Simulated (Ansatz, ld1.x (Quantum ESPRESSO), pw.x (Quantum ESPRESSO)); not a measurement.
**pw.x on sc Si: one setting changed**

Potential: norm-conserving Troullier–Martins (Kleinman–Bylander form), ld1.x (Quantum ESPRESSO) 7.5, PBEsol; core [Ne], reference 3s2 3p2; waves: 3p (bound): rc 1.45 bohr; 3d channel at -0.05 Ry: rc 1.90 bohr; 3s (bound): rc 1.95 bohr; local part: the s channel; core correction: a·sin(br)/r model core inside 0.80 bohr.

The reference run (k-mesh 13³, cutoffs 75/300 Ry, Fermi–Dirac 0.01 Ry, mixing_beta 0.4, conv_thr 1e-9, no spin) gives -0.48 GPa at 15.918 Å³/atom, where all-electron LAPW gives 0.13 GPa. This run, with its own iteration cap, changes ecutwfc (ecutrho with it) to 3, a wrong or extreme entry chosen on purpose.

```
&control
  calculation='scf', prefix='x', pseudo_dir='./', outdir='./tmp', tstress=.true., disk_io='none'
/
&system
  ibrav=0, nat=1, ntyp=1, ecutwfc=3, ecutrho=12, nbnd=9,
  occupations='smearing', smearing='fd', degauss=0.01
/
&electrons
  conv_thr=1e-09, mixing_beta=0.4, electron_maxstep=70
/
ATOMIC_SPECIES
Si 1.0 Si.UPF
CELL_PARAMETERS angstrom
  2.51552999 0.00000000 0.00000000
  0.00000000 2.51552999 0.00000000
  0.00000000 0.00000000 2.51552999
ATOMIC_POSITIONS crystal
Si 0.0000 0.0000 0.0000
K_POINTS automatic
13 13 13 0 0 0
```

```bash
pw.x < Si.scf.in > Si.scf.out
```

Task: How does the run end?

Result: It stops with "memory_report: more bands than PWs!".

```
Message from routine setup:
     using ibrav=0 with symmetry is DISCOURAGED, use correct ibrav instead
     lattice parameter (alat)  =       4.7537  a.u.
     unit-cell volume          =     107.4200 (a.u.)^3
     number of electrons       =         4.00
     number of Kohn-Sham states=            9
     kinetic-energy cutoff     =       3.0000  Ry
     charge density cutoff     =      12.0000  Ry
     scf convergence threshold =      1.0E-09
     Exchange-correlation= PBESOL
     number of k points=    84  Fermi-Dirac smearing, width (Ry)=  0.0100
     Error in routine memory_report (1):
     more bands than PWs!
```
